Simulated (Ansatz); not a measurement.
`C/N=C(\C)O`. Charge 0, multiplicity 1.

```xyz
12

C     1.3832   -0.3095    0.8490
N     0.4008   -1.0525    0.1003
C    -0.5594   -0.4279   -0.4273
C    -0.8353    1.0389   -0.3840
O    -1.4843   -1.1122   -1.1297
H     2.1348   -0.9971    1.2373
H     1.9031    0.4357    0.2332
H     0.9453    0.2201    1.7050
H    -0.9503    1.3685    0.6515
H    -1.7381    1.2826   -0.9398
H     0.0076    1.5919   -0.8056
H    -1.2074   -2.0386   -1.0899
```

Question: What are the harmonic wavenumbers in cm⁻¹ at PBE0-D4/def2-TZVP (Ansatz, finite differences of forces, unscaled)? (An estimate is asked.)

Answer: The calculation gave: 9, 68, 270, 274, 457, 524, 582, 664, 839, 1006, 1051, 1086, 1109, 1137, 1284, 1369, 1415, 1437, 1472, 1477, 1483, 1502, 1784, 3001, 3053, 3063, 3124, 3125, 3175, 3774.
